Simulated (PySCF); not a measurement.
The group X on vinyl-X is varied. All species are isolated molecules in the gas phase. One relaxed conformer stands for each flexible species; it need not be the lowest. Strings in code marks are SMILES.

The numbers are results of TPSSh-D3(BJ)/def2-TZVP // B3LYP-D3(BJ)/def2-TZVP in PySCF, not measurements. All candidates: neutral, multiplicity 1. 

The HOMO–LUMO gap is 6.45 eV and the LUMO is -0.89 eV. The HOMO is -7.35 eV.

Which member has these values?
A. `C=CC(=O)O` (C–C–C–O torsion 180°, O–C–O–H torsion 0°)
B. `C=C[SiH3]`
C. `C=CC=C` (C–C–C–C torsion 180°)
D. `C=CC#N`

B, `C=C[SiH3]`. The others give `C=CC=C` (C–C–C–C torsion 180°): 4.94 eV, -1.26 eV, -6.20 eV; `C=CC(=O)O` (C–C–C–O torsion 180°, O–C–O–H torsion 0°): 5.27 eV, -1.99 eV, -7.26 eV; `C=CC#N`: 5.65 eV, -2.13 eV, -7.78 eV
